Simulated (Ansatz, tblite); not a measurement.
Cost and result up the ladder for P3⁺ (3 atoms). The state is a singlet with charge 1. Geometry: PBE0-D4/def2-TZVP.

```xyz
3

P     1.1153   -0.2000    0.4173
P    -0.1604    0.3904   -1.1313
P    -0.9549   -0.1904    0.7140
```

Ansatz on 4 threads of Arm Neoverse V1 on a shared host; xTB runs through tblite on one thread. Times are rough, summed over both states, and most runs start from the orbitals of an earlier one. RPA@PBE/def2-TZVP serves as the yardstick here, not as an exact answer. The other state is a triplet at its own geometry.

The xTB rows come from tblite. LC-ωPBE has ω = 0.4 bohr⁻¹. Correlated methods freeze 15 core orbitals. In CCSD on the charge 1 triplet the largest single amplitude is 0.17, so its Hartree–Fock determinant may place the open shell otherwise than the density functionals do. The structure comes from a short search, and lower isomers may exist.

Run but left out: HF/STO-3G, HF/def2-TZVP, HF/def2-TZVPP, MP2/def2-TZVP, MP2/def2-TZVPP (triplet: ⟨S²⟩ 2.43 to 2.62, where a pure state has 2.00).

Correlated methods converge slowly with the basis.

xTB has no spin-polarisation term.

```
                          level  functions  wall time  triplet − singlet (eV)  difference from RPA@PBE/def2-TZVP (eV)                                                              remarks
                       GFN2-xTB         27    0.005 s                    1.87                                    0.04                                                                    –
                       GFN1-xTB         27    0.006 s                    1.85                                    0.02                                                                    –
          LDA (SPW92)/def2-TZVP        111     0.85 s                    1.93                                    0.10                                                                    –
               PBE-D4/def2-TZVP        111      1.4 s                    1.75                                   -0.08                                                                    –
            revPBE-D4/def2-TZVP        111      1.6 s                    1.72                                   -0.11                                                                    –
             BHLYP-D4/def2-TZVP        111      2.1 s                    1.80                                   -0.03                              spin-contaminated (⟨S²⟩ 2.13) (triplet)
              LC-ωPBE/def2-TZVP        111      2.2 s                    1.82                                   -0.01                              spin-contaminated (⟨S²⟩ 2.18) (triplet)
              RPA@PBE/def2-TZVP        111      2.3 s                    1.83                                    0.00                                                                    –
PBE0-D4/def2-TZVP (with forces)        111      2.8 s                    1.80                                   -0.03                                                                    –
            r2SCAN-D4/def2-TZVP        111      3.9 s                    1.68                                   -0.15                                                                    –
           r2SCAN0-D4/def2-TZVP        111      4.4 s                    1.70                                   -0.13                              spin-contaminated (⟨S²⟩ 2.13) (triplet)
             CCSD(T)/def2-TZVPP        126      6.3 s                    1.95                                    0.12  large T1 (0.053) (triplet), spin-contaminated (⟨S²⟩ 2.43) (triplet)
```
